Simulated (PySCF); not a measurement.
The calculation used core-valence-separated Tamm–Dancoff BHandHLYP/aug-pcX-1 (pcseg-1 on H) in PySCF, non-relativistic, gas phase, PBE0-D3(BJ)/def2-SVP geometry. BHandHLYP without relativity tends to put these K edges a few eV too low, so spacings mean more than positions.

Main lines of an unknown, eV (oscillator strength): C K: 285.4 (0.010), 285.7 (0.021), 285.8 (0.016), 285.9 (0.043), 286.0 (0.027). Listed: the first five lines at most of each edge with a tenth or more of its strongest line's intensity; roots within 0.03 eV on the same or equivalent atoms are summed. Only the lowest roots were sought, and the top ones are left out.

**Question.** Which candidate gives them?
A. `CC(C)C`
B. `CC1CC1`
C. `C(/C)=C/C`

**Answer.** B. 

- `CC1CC1`: C K: 285.4 (0.010), 285.7 (0.021), 285.8 (0.016), 285.9 (0.043), 286.0 (0.027). First C line listed at 285.4 eV, hole on the methyl carbon.
- `C/C=C\C`: C K: 282.9 (0.124), 285.5 (0.014), 285.7 (0.035), 285.9 (0.015), 286.1 (0.047). First C line listed at 282.9 eV, hole on the alkene CH carbon.
- `CC(C)C`: C K: 285.3 (0.032), 285.7 (0.018), 285.9 (0.075), 286.0 (0.085), 286.6 (0.009). First C line listed at 285.3 eV, hole on the methyl carbon.

One conformer each; other structures than these candidates weren't tested.
